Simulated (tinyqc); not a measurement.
Worked calculation (part 2 of 2): UKS/B3LYP (VWN-RPA form) in the sto-3g basis, for H2O, spin multiplicity 3. Computed by tinyqc, a small Python program that keeps every step (integrals from PySCF). Command: `OMP_NUM_THREADS=1 python tinyqc.py 26482 26483 out.jsonl` (the two numbers bound the seeds that draw the settings). One thread of a shared host (Intel(R) Xeon(R) Processor @ 2.60GHz), about 5 s of CPU time with the checks.

Geometry (angstrom):
```
atom         x          y         z
O     0.000000   0.000000  0.000000
H     0.000000   1.022000  0.711000
H     0.000000  -1.016000  0.707000
```

## Iteration 2: exchange-correlation on the grid

D(alpha) after iteration 1, lower triangle:
```
            1O 1s      1O 2s    1O 2px     1O 2py     1O 2pz     2H 1s     3H 1s
1O 1s    1.064757
1O 2s   -0.286523   1.296091
1O 2px   0.000000   0.000000  1.000000
1O 2py   0.002351  -0.017044  0.000000   1.003916
1O 2pz  -0.018233   0.120711  0.000000  -0.010635   1.061479
2H 1s    0.050651  -0.329175  0.000000  -0.008402  -0.166387  0.446177
3H 1s    0.060540  -0.406236  0.000000   0.071452  -0.208672  0.541765  0.751719
```

D(beta) after iteration 1, lower triangle:
```
            1O 1s      1O 2s    1O 2px     1O 2py     1O 2pz      2H 1s     3H 1s
1O 1s    1.061468
1O 2s   -0.263895   1.134793
1O 2px   0.000000   0.000000  0.000000
1O 2py   0.000697  -0.003869  0.000000   1.019357
1O 2pz  -0.004950   0.029900  0.000000  -0.004576   1.007760
2H 1s    0.015479  -0.072148  0.000000  -0.042247  -0.025014   0.027954
3H 1s    0.015904  -0.073482  0.000000   0.051174  -0.031853  -0.001249  0.024886
```

Becke grid with 30 radial and 86 angular points per atom, points of zero weight dropped. rho = sum D_ij phi_i phi_j; V_xc,ij = sum w v_xc phi_i phi_j plus the gradient terms; v_xc is d(rho eps)/d rho(s) for spin s at fixed gradient. Exact exchange is left to K.

The 16 grid points with the largest w rho, of 7730 (bohr, atomic units):
```
x                  y          z         w  rho(alpha)  rho(beta)     eps_xc  v_xc(alpha)
0.000000    0.000000   0.996599  0.028580    0.298599   0.285161  -0.566655    -0.700960
0.000000    0.372970  -0.924176  0.029514    0.280088   0.279849  -0.558345    -0.689220
0.000000   -0.372970  -0.924176  0.029514    0.279307   0.279154  -0.557932    -0.688585
0.000000    0.924176  -0.372970  0.029304    0.279312   0.281782  -0.558962    -0.688665
0.000000   -0.924176  -0.372970  0.029295    0.279461   0.281600  -0.559083    -0.688609
-0.188420   0.691992  -0.691992  0.029662    0.279849   0.273874  -0.556735    -0.688350
0.188420    0.691992  -0.691992  0.029662    0.279849   0.273874  -0.556735    -0.688350
0.000000   -0.372970   0.924176  0.028426    0.293682   0.283998  -0.565308    -0.697203
0.000000    0.372970   0.924176  0.028476    0.293011   0.283001  -0.564641    -0.696828
-0.188420  -0.691992  -0.691992  0.029661    0.279223   0.273105  -0.556376    -0.687775
0.188420   -0.691992  -0.691992  0.029661    0.279223   0.273105  -0.556376    -0.687775
0.372970    0.000000   0.924176  0.029308    0.298111   0.256319  -0.559024    -0.697687
-0.372970   0.000000   0.924176  0.029308    0.298111   0.256319  -0.559024    -0.697687
0.000000    0.000000  -0.996599  0.028844    0.279837   0.278935  -0.557995    -0.688957
0.000000    0.453388  -1.123441  0.050117    0.160786   0.160472  -0.483229    -0.571729
0.000000   -0.453388  -1.123441  0.050117    0.160264   0.160057  -0.482848    -0.571143
```

electrons on the grid, sum of w rho = 10.000574

E_xc = sum of w rho eps_xc = -7.88048749 hartree

V_xc(alpha) (hartree), lower triangle:
```
            1O 1s      1O 2s     1O 2px     1O 2py     1O 2pz      2H 1s      3H 1s
1O 1s   -2.513051
1O 2s   -0.353960  -0.683317
1O 2px   0.000000   0.000000  -0.673057
1O 2py   0.000093   0.000821   0.000000  -0.680823
1O 2pz  -0.000797  -0.004665   0.000000   0.000740  -0.682322
2H 1s   -0.041575  -0.153439   0.000000  -0.102690  -0.072496  -0.344961
3H 1s   -0.042288  -0.158811   0.000000   0.108686  -0.076484  -0.040115  -0.386140
```

V_xc(beta) (hartree), lower triangle:
```
            1O 1s      1O 2s     1O 2px     1O 2py     1O 2pz      2H 1s      3H 1s
1O 1s   -2.501197
1O 2s   -0.344747  -0.634212
1O 2px   0.000000   0.000000  -0.571239
1O 2py   0.000041   0.000507   0.000000  -0.658701
1O 2pz  -0.000356  -0.002142   0.000000   0.000449  -0.658478
2H 1s   -0.040586  -0.140649   0.000000  -0.093092  -0.065421  -0.245797
3H 1s   -0.041277  -0.143706   0.000000   0.095877  -0.067222  -0.035318  -0.259255
```

## Iteration 2: building the Kohn-Sham matrix

core Hamiltonian H = T + V (hartree), lower triangle:
```
             1O 1s      1O 2s     1O 2px     1O 2py     1O 2pz      2H 1s      3H 1s
1O 1s   -32.467820
1O 2s    -7.552896  -9.094750
1O 2px    0.000000   0.000000  -7.257371
1O 2py    0.000087   0.001029   0.000000  -7.345938
1O 2pz   -0.010543  -0.131251   0.000000   0.000483  -7.300247
2H 1s    -0.878923  -2.221125   0.000000  -1.400960  -1.002074  -4.086914
3H 1s    -0.893744  -2.250411   0.000000   1.416682  -1.013386  -0.626519  -4.105319
```

nuclear repulsion = 7.08017549 hartree

Given earlier and not repeated: Two-electron integrals (ij|kl) in chemists' order.

J_ij = sum D_kl (ij|kl) with D = D(alpha) + D(beta), K_ij = sum D_kl (ik|jl) for each spin; F = H + J - 0.2 K(s) + V_xc; E = tr D H + tr D J / 2 - 0.1 sum_s tr D(s) K(s) + E_xc + E_nn.

Coulomb J (hartree), lower triangle:
```
            1O 1s      1O 2s    1O 2px     1O 2py    1O 2pz     2H 1s     3H 1s
1O 1s   17.808961
1O 2s    3.368447   8.343307
1O 2px   0.000000   0.000000  8.261042
1O 2py  -0.001791  -0.018514  0.000000   8.376604
1O 2pz   0.007254   0.058083  0.000000  -0.005267  8.368764
2H 1s    0.390318   2.009475  0.000000   1.365247  0.965083  4.178519
3H 1s    0.397035   2.052930  0.000000  -1.407205  0.989156  0.571452  4.327971
```

exchange K(alpha) (hartree), lower triangle:
```
           1O 1s      1O 2s    1O 2px     1O 2py    1O 2pz     2H 1s     3H 1s
1O 1s   4.922284
1O 2s   0.856937   1.440152
1O 2px  0.000000   0.000000  1.182089
1O 2py  0.000079  -0.003421  0.000000   1.168919
1O 2pz  0.000887   0.016076  0.000000  -0.003955  1.190263
2H 1s   0.105351   0.335634  0.000000   0.195229  0.137516  0.413511
3H 1s   0.106752   0.354771  0.000000  -0.216263  0.151344  0.177500  0.598352
```

exchange K(beta) (hartree), lower triangle:
```
           1O 1s      1O 2s    1O 2px     1O 2py    1O 2pz     2H 1s     3H 1s
1O 1s   4.893597
1O 2s   0.818699   1.243866
1O 2px  0.000000   0.000000  0.296642
1O 2py  0.000025  -0.000617  0.000000   1.115897
1O 2pz  0.000713  -0.001119  0.000000  -0.001697  1.122995
2H 1s   0.099885   0.275135  0.000000   0.165755  0.115525  0.131073
3H 1s   0.101510   0.277744  0.000000  -0.164665  0.114950  0.051718  0.128009
```

F(alpha) (hartree), lower triangle:
```
             1O 1s      1O 2s    1O 2px     1O 2py     1O 2pz      2H 1s      3H 1s
1O 1s   -18.156367
1O 2s    -4.709796  -1.722791
1O 2px    0.000000   0.000000  0.094196
1O 2py   -0.001627  -0.015980  0.000000   0.116059
1O 2pz   -0.004263  -0.081049  0.000000  -0.003254   0.148142
2H 1s    -0.551251  -0.432215  0.000000  -0.177449  -0.136989  -0.336058
3H 1s    -0.560347  -0.427246  0.000000   0.161415  -0.130982  -0.130682  -0.283158
```

F(beta) (hartree), lower triangle:
```
             1O 1s      1O 2s    1O 2px     1O 2py     1O 2pz      2H 1s      3H 1s
1O 1s   -18.138775
1O 2s    -4.692936  -1.634429
1O 2px    0.000000   0.000000  0.373103
1O 2py   -0.001668  -0.016854  0.000000   0.148786
1O 2pz   -0.003787  -0.075087  0.000000  -0.003996   0.185439
2H 1s    -0.549169  -0.407326  0.000000  -0.161956  -0.125516  -0.180407
3H 1s    -0.558288  -0.396736  0.000000   0.138287  -0.114442  -0.100728  -0.062204
```

total energy of this density = -74.45154684 hartree

This density is a damped mixture and is not idempotent.

## Iteration 2: diagonalisation and new density

X, lower triangle:
```
            1O 1s      1O 2s    1O 2px     1O 2py     1O 2pz      2H 1s     3H 1s
1O 1s    1.023133
1O 2s   -0.132095   1.104827
1O 2px   0.000000   0.000000  1.000000
1O 2py   0.000076  -0.000791  0.000000   1.050449
1O 2pz  -0.004835   0.042796  0.000000  -0.000373   1.022091
2H 1s    0.015976  -0.169221  0.000000  -0.138882  -0.087802   1.078348
3H 1s    0.016163  -0.171917  0.000000   0.140456  -0.089003  -0.037612  1.080262
```

overlap S, lower triangle:
```
           1O 1s     1O 2s    1O 2px     1O 2py    1O 2pz     2H 1s     3H 1s
1O 1s   1.000000
1O 2s   0.236704  1.000000
1O 2px  0.000000  0.000000  1.000000
1O 2py  0.000000  0.000000  0.000000   1.000000
1O 2pz  0.000000  0.000000  0.000000   0.000000  1.000000
2H 1s   0.027302  0.307597  0.000000   0.234194  0.162927  1.000000
3H 1s   0.027762  0.311214  0.000000  -0.236397  0.164501  0.111972  1.000000
```

A level shift of 1 hartree raises the virtual space: F + shift (S - S D(s) S), with D(s) the density of one spin. Diagonalise F' = X^T F X, C = X C', fill 6 alpha and 4 beta electrons from the bottom; D(s) = C_occ C_occ^T; the new density keeps 0.7 of the old one (damping). Each column has its largest component positive (the first on a tie).

F' = X^T F X (alpha) (hartree), lower triangle:
```
            1          2         3          4          5          6         7
1  -17.796266
2   -2.536398  -0.799984
3    0.000000   0.000000  0.094196
4    0.000171  -0.013906  0.000000   0.264721
5   -0.017187  -0.014951  0.000000  -0.000144   0.193352
6   -0.041584  -0.199356  0.000000  -0.296762  -0.131482   0.405710
7   -0.045147  -0.184179  0.000000   0.273799  -0.118119  -0.515141  0.216079
```

orbital energies (alpha) (hartree): MO1 -18.167283, MO2 -0.615838, MO3 -0.105842, MO4 0.057718, MO5 0.094196, MO6 0.270373, MO7 1.044485

coefficients C (alpha):
```
              MO1        MO2        MO3        MO4       MO5        MO6        MO7
1O 1s    0.993386  -0.215846  -0.167907   0.025756  0.000000  -0.049945   0.006007
1O 2s    0.027751   0.765093   0.784289  -0.116647  0.000000   0.286241  -0.036440
1O 2px   0.000000   0.000000   0.000000   0.000000  1.000000   0.000000   0.000000
1O 2py   0.000090   0.016477   0.113868   0.828165  0.000000  -0.110447  -0.656633
1O 2pz   0.001829   0.103003  -0.282636   0.136620  0.000000   0.975531  -0.036507
2H 1s   -0.004730   0.249736  -0.493424   0.304419  0.000000  -0.374120   0.825616
3H 1s   -0.004781   0.294904  -0.667008  -0.157304  0.000000  -0.424615  -0.699225
```

F' = X^T F X (beta) (hartree), lower triangle:
```
            1          2         3          4          5          6         7
1  -17.780566
2   -2.534525  -0.680217
3    0.000000   0.000000  1.373103
4    0.000235  -0.015303  0.000000   0.284875
5   -0.019429   0.010991  0.000000  -0.000569   0.245970
6   -0.033218  -0.302617  0.000000  -0.287646  -0.190978   0.932355
7   -0.035055  -0.313984  0.000000   0.279193  -0.186005  -0.041622  1.065514
```

orbital energies (beta) (hartree): MO1 -18.148970, MO2 -0.448390, MO3 0.111161, MO4 0.179264, MO5 1.124603, MO6 1.250265, MO7 1.373103

coefficients C (beta):
```
              MO1        MO2        MO3        MO4        MO5        MO6       MO7
1O 1s    0.993635  -0.258291   0.016597   0.045393   0.077422   0.049367  0.000000
1O 2s    0.026716   0.983262  -0.071226  -0.203329  -0.448067  -0.288822  0.000000
1O 2px   0.000000   0.000000   0.000000   0.000000   0.000000   0.000000  1.000000
1O 2py   0.000100   0.029408   0.878374  -0.107004  -0.339298   0.493438  0.000000
1O 2pz   0.001708   0.103407   0.088541   0.936874  -0.351994  -0.204910  0.000000
2H 1s   -0.004436   0.064800   0.215460   0.108569   1.045428  -0.254536  0.000000
3H 1s   -0.004436   0.043777  -0.155958   0.120228   0.215943   1.067006  0.000000
```

D(alpha) after iteration 2, lower triangle:
```
            1O 1s      1O 2s    1O 2px     1O 2py     1O 2pz     2H 1s     3H 1s
1O 1s    1.064756
1O 2s   -0.286535   1.296300
1O 2px   0.000000   0.000000  1.000000
1O 2py   0.002924  -0.019822  0.000000   0.916129
1O 2pz  -0.018212   0.120645  0.000000  -0.014970   1.061282
2H 1s    0.050688  -0.332016  0.000000   0.066526  -0.163931  0.473872
3H 1s    0.060602  -0.404612  0.000000   0.003676  -0.211119  0.533363  0.747283
```

D(beta) after iteration 2, lower triangle:
```
            1O 1s      1O 2s    1O 2px     1O 2py    1O 2pz      2H 1s     3H 1s
1O 1s    1.059935
1O 2s   -0.256077   1.098535
1O 2px   0.000000   0.000000  0.000000
1O 2py   0.001155  -0.006275  0.000000   0.948706
1O 2pz   0.002231  -0.007594  0.000000  -0.009034  0.974312
2H 1s    0.007043  -0.042651  0.000000   0.024290  0.020735   0.038297
3H 1s    0.007279  -0.042561  0.000000  -0.008748  0.008708  -0.006182  0.029634
```

## Convergence

Stop when the energy changes by less than 1e-08 hartree and every element of the error matrix X^T (F D S - S D F) X (for each spin) is below 3e-05.

Course of the cycle:
```
iteration   E (hartree)     change  largest element of the error matrix
1          -74.28708687          -                             2.25e-01
2          -74.45154684  -1.64e-01                             2.35e-01
3          -74.60058659  -1.49e-01                             2.29e-01
4          -74.72520566  -1.25e-01                             2.12e-01
5          -74.82365015  -9.84e-02                             1.88e-01
6          -74.89840442  -7.48e-02                             1.61e-01
7          -74.95366033  -5.53e-02                             1.35e-01
8          -74.99376454  -4.01e-02                             1.12e-01
9          -75.02251578  -2.88e-02                             9.11e-02
10         -75.04296046  -2.04e-02                             7.35e-02
11         -75.05742304  -1.45e-02                             5.89e-02
12         -75.06762310  -1.02e-02                             4.69e-02
13         -75.07480733  -7.18e-03                             3.72e-02
14         -75.07986761  -5.06e-03                             3.10e-02
...                 ...        ...                                  ...
68         -75.09282132  -1.71e-06                             8.79e-04
69         -75.09282292  -1.60e-06                             8.53e-04
70         -75.09282442  -1.50e-06                             8.27e-04
71         -75.09282583  -1.41e-06                             8.02e-04
72         -75.09282715  -1.32e-06                             7.78e-04
73         -75.09282838  -1.24e-06                             7.54e-04
74         -75.09282954  -1.16e-06                             7.31e-04
75         -75.09283063  -1.09e-06                             7.09e-04
76         -75.09283166  -1.02e-06                             6.88e-04
77         -75.09283262  -9.60e-07                             6.67e-04
78         -75.09283352  -9.02e-07                             6.47e-04
79         -75.09283437  -8.47e-07                             6.27e-04
80         -75.09283516  -7.95e-07                             6.08e-04
81         -75.09283591  -7.47e-07                             5.90e-04
```

PySCF UKS in the same basis, fine grid, after a stability check = -75.09269919 hartree

Not converged within the cap of 81 iterations: the residual falls steadily but slowly, by a factor of about 0.97 a step. Reruns (cap 100 unless said): DIIS 8: converged in 10; damping 0.5: not converged; level shift 0.5: converged in 32; atomic densities as start, DIIS 8: converged in 8; the original settings with a cap of 400: converged in 179.
